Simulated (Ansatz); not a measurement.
# C₂H₅O (doublet): from Hartree-Fock to the top rungs, STO-3G

Aim: climb from Hartree-Fock through coupled cluster and multireference methods for C₂H₅O (doublet) at one geometry and basis, and see what each rung misses.

Method: STO-3G, core rule «outside noble gas», up to 3 orbitals frozen; program: Ansatz 0.2.0, Gaussian basis.

Plan: UHF; CCSD(T) on ROHF; CCSD(T) on UHF; BCCD(T) on ROHF; CISD; CCSDT(Q) on ROHF; CCSDT(Q) on UHF; CISDTQ; CCSDTQ on ROHF; CCSDTQ on UHF; CASSCF and MRCISD+Q, 9 electrons in 9 orbitals; CASSCF and NEVPT2, 9 electrons in 9 orbitals.

18 further runs of the same task are left out: 1 that didn't finish, 17 set aside as unsound or not needed.

## (1) What is computed

The geometry is an MP2(full)/6-31G* stationary point (not a proven minimum).

8 atoms, charge 0, spin multiplicity 2.

Atoms are counted from 1 here; the program's logs count them from 0.

Bond lengths: C1–C2 1.532 Å, C1–H6 1.092 Å, C1–H7 1.091 Å, C1–H8 1.091 Å, C2–O3 1.390 Å, C2–H4 1.098 Å, C2–H5 1.098 Å. Angles: C2–C1–H6 109.3°, C2–C1–H7 110.3°, C2–C1–H8 110.3°, H6–C1–H7 109.0°, H6–C1–H8 109.0°, H7–C1–H8 109.0°, C1–C2–O3 106.0°, C1–C2–H4 109.6°, C1–C2–H5 109.6°, O3–C2–H4 111.0°, O3–C2–H5 111.0°, H4–C2–H5 109.5°.

## (2) UHF

Input file in.yaml:

```yaml
crystal:
  periodic: [false, false, false]
  atoms:
    - {symbol: C, position_ang: [1.093710, -0.571095, 0.000000]}
    - {symbol: C, position_ang: [0.088953, 0.585859, 0.000000]}
    - {symbol: O, position_ang: [-1.171109, -0.002103, 0.000000]}
    - {symbol: H, position_ang: [0.235909, 1.201849, 0.896529]}
    - {symbol: H, position_ang: [0.235909, 1.201849, -0.896529]}
    - {symbol: H, position_ang: [2.108316, -0.166932, 0.000000]}
    - {symbol: H, position_ang: [0.958293, -1.189664, 0.888071]}
    - {symbol: H, position_ang: [0.958293, -1.189664, -0.888071]}
basis:
  gaussian: {orbitals: STO-3G}
magnetization: {spin_polarized: true, initial_magnetization: 1}
hamiltonian: {xc: hf}
output: {orbitals: {seedname: orbitals}}
```

The run is started by

```bash
$ ansatz run in.yaml --threads 1 --pin off --events-out ev --progress --plain --max-ram 4096MiB --backend cpu
```

After this run come: CCSD(T) on ROHF; CCSD(T) on UHF; BCCD(T) on ROHF; CISD; CCSDT(Q) on ROHF; CCSDT(Q) on UHF; CISDTQ; CCSDTQ on ROHF; CCSDTQ on UHF; CASSCF and MRCISD+Q, 9 electrons in 9 orbitals; CASSCF and NEVPT2, 9 electrons in 9 orbitals.

Before running them: what should the planned runs give, taken together? Wanted: UCCSDTQ below the RHF energy; RMP2 from UCCSDTQ; UMP2 from UCCSDTQ; RCCSD from UCCSDTQ; RCCSD(T) from UCCSDTQ; UCCSD(T) from UCCSDTQ; RCCSDT(Q) from UCCSDTQ; UCCSDT(Q) from UCCSDTQ; NEVPT2 frontier from UCCSDTQ.

**Answer**, as computed:

```
                         quantity                                                                                             value
     UCCSDTQ below the RHF energy                                                                                        -4.3744 eV
                RMP2 from UCCSDTQ                                                                                   +27.47 kcal/mol
                UMP2 from UCCSDTQ                                                                                   +27.21 kcal/mol
               RCCSD from UCCSDTQ                                                                                    +0.97 kcal/mol
            RCCSD(T) from UCCSDTQ                                                                                    +0.28 kcal/mol
            UCCSD(T) from UCCSDTQ                                                                                    +0.28 kcal/mol
           RCCSDT(Q) from UCCSDTQ                                                                                    +0.01 kcal/mol
           UCCSDT(Q) from UCCSDTQ                                                                                    +0.01 kcal/mol
     NEVPT2 frontier from UCCSDTQ                                                                                   +12.79 kcal/mol
levels within 1 kcal/mol (43 meV)  RCCSD, UCCSD, RCCSD(T), UCCSD(T), BCCD(T), RCCSDT, UCCSDT, CISDTQ, RCCSDT(Q), UCCSDT(Q), RCCSDTQ
                    T1 diagnostic                                                                                             0.009
```

**Reading.** RCCSD(T) lands +0.28 kcal/mol from the yardstick (0.3 % of the correlation energy). These misses are within one basis, not against nature; the frozen cores of restricted and unrestricted runs differ, which can shift their rows.
